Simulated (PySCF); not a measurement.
Level of theory: PBE-D3(BJ)/def2-TZVP // B3LYP-D3(BJ)/def2-TZVP (PySCF). All species are isolated molecules in the gas phase. One relaxed conformer stands for a flexible species; it need not be the lowest. Excitations are Tamm–Dancoff values on a coarser integration grid. The basis has no diffuse functions, so Rydberg states are missing or too high.

Reference species (SMILES): `CC(N)=O` (neutral, multiplicity 1).

```yaml
LUMO: -0.36 eV
S1 excitation (TDA): 5.51 eV
```

Changed species: `C=NCO` (C–N–C–O torsion -130°, N–C–O–H torsion -47°).

Question: Give the shifts of the LUMO and S1 excitation (TDA).

Answer: the LUMO decreases by 1.43 eV, to -1.79 eV; the S1 excitation (TDA) falls by 0.78 eV, to 4.73 eV.
